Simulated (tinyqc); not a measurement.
Worked calculation: coupled-perturbed Hartree-Fock on RHF in the sto-3g basis, for LiH, spin multiplicity 1. One step of it, computed by the program tinyqc.

Task: Response to a field: uncoupled start. Field along z; U_ai = -mu_ai / (e_a - e_i), alpha = -4 sum U_ai mu_ai.

orbital energies (hartree): MO1 -2.350192, MO2 -0.280361, MO3 0.077673, MO4 0.163925, MO5 0.163925, MO6 0.531513

dipole integrals <a|z|i> (bohr), order a3, a4, a5, a6:
$$\begin{pmatrix}
-0.143621 & -0.464448 \\
0.000000 & 0.000000 \\
0.000000 & 0.000000 \\
-0.122432 & 0.756109
\end{pmatrix}$$

Give: uncoupled U; uncoupled polarisability.

Result:

uncoupled U, order a3, a4, a5, a6:
$$\begin{pmatrix}
0.059 & 1.297 \\
0.000 & 0.000 \\
0.000 & 0.000 \\
0.042 & -0.931
\end{pmatrix}$$

uncoupled polarisability = 5.281 bohr^3
